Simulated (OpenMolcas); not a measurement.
## How methods differ on AlNH4 (SMILES [NH2][AlH2])

AlNH4: 6 atoms, total charge 0, spin state singlet. SMILES: `[NH2][AlH2]`. The shape comes from GFN2-xTB, which is rough for such elements, and wasn't checked as a minimum.

```xyz
6

N     0.0333   -0.9536    0.0825
Al   -0.0241    0.8126   -0.0759
H     0.5450   -1.6048   -0.5026
H    -0.4499   -1.5022    0.7866
H     0.0937    1.5182   -1.4412
H    -0.1981    1.7298    1.1506
```

Each level gives the energy change with the N1–H3 bond stretched from 1.014 to 2.535 Å (eV). The values are calculated.

```json
{"level": "CASPT2(2,2)/STO-3G", "kind": "multireference", "program": "OpenMolcas", "value (eV)": "5.16", "less FCI/STO-3G": "+0.04", "CPU time (all runs)": "3.5 s"}
{"level": "CASSCF(2,2)/STO-3G", "kind": "multireference", "program": "OpenMolcas", "value (eV)": "5.05", "less FCI/STO-3G": "-0.07", "CPU time (all runs)": "4 s"}
{"level": "MRCI(2,2)/STO-3G", "kind": "multireference", "program": "OpenMolcas", "value (eV)": "5.13", "less FCI/STO-3G": "+0.01", "CPU time (all runs)": "3.6 s"}
{"level": "SC-NEVPT2(2,2)/STO-3G", "kind": "multireference", "program": "OpenMolcas", "value (eV)": "5.18", "less FCI/STO-3G": "+0.06", "CPU time (all runs)": "3.4 s"}
{"level": "FCI/STO-3G", "kind": "exact in the basis", "program": "OpenMolcas", "value (eV)": "5.12", "less FCI/STO-3G": "0.00", "CPU time (all runs)": "99 s"}
```

FCI/STO-3G is exact within its basis and frozen core, so for wave-function methods in that basis the difference is their error. The first shape isn't each level's own minimum. The values span 5.05 to 5.18 eV. All rows use very small basis sets, so even the best lies far from the true value. Times are those of the runs behind each value, whatever else they computed, on shared processors of several kinds: orders of magnitude only.
